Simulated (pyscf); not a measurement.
`[OH][GaH][F]` + `[H][H]` → `[OH2]` + `[F][GaH2]`, a four-centre exchange (singlet surface; Ga–O, H–H broken, H–O, Ga–H formed). Structures and frequencies: ωB97X-D3(BJ)/def2-SVP in PySCF. Energies in kJ/mol from the separated reactants.

Small-basis levels: PySCF, no dispersion term, spherical d functions. 

**Question.** In single points MP2/6-31G*+LANL2DZ puts the saddle at 174.1 kJ/mol and the reaction energy at +112.0 kJ/mol. Should these be trusted to within a few kcal/mol? Compare with ωB97M-D3(BJ)/def2-TZVP.

**Answer.** ωB97M-D3(BJ)/def2-TZVP gives ΔE‡ = 112.1 kJ/mol and ΔE = +46.0 kJ/mol. MP2/6-31G*+LANL2DZ lies 62.0 kJ/mol over it in the barrier and 66.0 kJ/mol over it in the reaction energy, so on this step it does not hold to within 12.6 kJ/mol. ωB97M-D3(BJ)/def2-TZVP has limits of its own. On the product side the descent ends in an adduct with a Ga–O, F–H contact (not fully relaxed), 14.5 kJ/mol under the separated species and 74.7 kJ/mol under the saddle at ωB97X-D3(BJ)/def2-TZVP. What is counted as broken (Ga–O) persists as a longer contact in the product adduct; parting that adduct is a step of its own. At the saddle there is also a short Ga–H contact that neither side keeps. This is the saddle that the search found; another between the same sides may lie lower. In the def2 sets elements up to Kr have no core potential.
